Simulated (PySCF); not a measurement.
System (SMILES): O (H2O).
Geometry (B3LYP-D3(BJ)/def2-TZVP, fixed):
```xyz
3

O      0.0070     0.0013     0.1167
H     -0.0500     0.7593    -0.4742
H     -0.0062    -0.7700    -0.4592
```
Charge 0, spin multiplicity 1.

Basis-set convergence of the isotropic shielding of H2 at HF with PySCF. GIAO, no density fitting; atoms are numbered in the order shown. All functions are spherical. Core-valence sets carry the plain set on hydrogen. No added dispersion term, no relativity. Reference: the value in pcSseg-3, 30.20 ppm, itself unsure by roughly 0.09 ppm (its mean distance from cc-pCVQZ, pcseg-3, pcSseg-2).

```tsv
basis	functions	isotropic shielding of H2 (ppm)
3-21G	13	32.67
pcSseg-0	13	32.48
pcseg-0	13	32.61
def2-SV(P)	18	31.81
6-31G**	24	30.90
aug-pcseg-1	41	30.72
def2-TZVP	43	30.97
6-311++G(2d,2p)	47	…
pcseg-2	58	30.42
pcSseg-2	64	30.31
jun-cc-pV(T+d)Z	67	30.47
cc-pCVTZ	71	…
def2-TZVPPD	74	30.48
6-311++G(3df,3pd)	75	…
aug-pcseg-2	92	…
cc-pVQZ	115	30.34
def2-QZVPPD	132	30.30
aug-cc-pVQZ	172	30.29
```

Complete the blanks.


- 6-311++G(2d,2p), isotropic shielding of H2 (ppm): 30.60
- cc-pCVTZ, isotropic shielding of H2 (ppm): 30.56
- 6-311++G(3df,3pd), isotropic shielding of H2 (ppm): 30.26
- aug-pcseg-2, isotropic shielding of H2 (ppm): 30.39
